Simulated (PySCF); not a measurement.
Compound: C4H3O2 (charge -1).
SMILES with atom numbers: `[O:1]=[C:2]([O-:3])[CH:4]1[CH:5]=[CH:6]1`

Structure used (PBE0-D3(BJ)/def2-SVP), in Å, numbered top down from 1:
```xyz
9
C4H3O2 angstrom
O      2.265   -1.041   -0.262
C      1.444   -0.185    0.120
O      1.616    0.843    0.809
C     -0.015   -0.430   -0.328
C     -0.940    0.745   -0.502
C     -1.150    0.022    0.553
H     -0.146   -1.325   -0.963
H     -1.129    1.659   -1.062
H     -1.638   -0.108    1.516
```

Definitions: NICS(0) = −σiso at the ring centroid; NICS(1) = −σiso and NICS(1)zz = −σzz at ±1 Å along the ring normal z. Level: GIAO B97-2/pcSseg-2 (PySCF, non-relativistic, gas phase) on the PBE0-D3(BJ)/def2-SVP geometry, one conformer.

Ring bond lengths (Å): C4–C5 1.506, C5–C6 1.296, C6–C4 1.505.

Q: What do the NICS probes read (ppm)?

A: 
| ring | type | NICS(0) | NICS(1), two faces | NICS(1)zz, two faces | rms pucker (Å) | centre to ring atoms, mean (Å) |
| --- | --- | --- | --- | --- | --- | --- |
| C4–C5–C6 | 3-membered carbocycle; formal bonds 1 double, 2 single | -29.0 | -6.1 / -7.4 | -18.1 / -15.7 | 0.00 | 0.83 |

Q: What do they say, and how far can they be read as aromaticity?

A: 
- C4–C5–C6: mean NICS(1)zz -16.9 ppm, shielded. C4 has four or more neighbours; no verdict on aromaticity is drawn. NICS(0) lies 22 ppm below the mean NICS(1).

Q: What is the mean of the two in-plane components of NICS at the second NICS(1) probe listed for ring C4–C5–C6, 1 Å off the ring?

A: The isotropic value is a third of the trace: (3 × -7.4 − (-15.7))/2 = -3.3 ppm.

Q: What are the shieldings of the ring atoms and their hydrogens in the same run (means over atoms taken as equivalent)?

A: 
| atoms | environment | σ isotropic (ppm) |
| --- | --- | --- |
| C4 | sp3 carbon next to a carbonyl | 158.0 |
| C5 (×2) | alkene CH carbon | 62.3 |
| H7 | methine hydrogen | 29.23 |
| H8 (×2) | vinylic hydrogen | 24.41 |

Q: How do the values depend on the level or the medium?

A: 
| level | NICS(0), C4–C5–C6 | mean NICS(1)zz, C4–C5–C6 |
| --- | --- | --- |
| B97-2/pcSseg-2, gas | -29.0 | -16.9 |
| PBE0/pcSseg-1, gas | -28.8 | -16.4 |

The geometry is the same throughout.
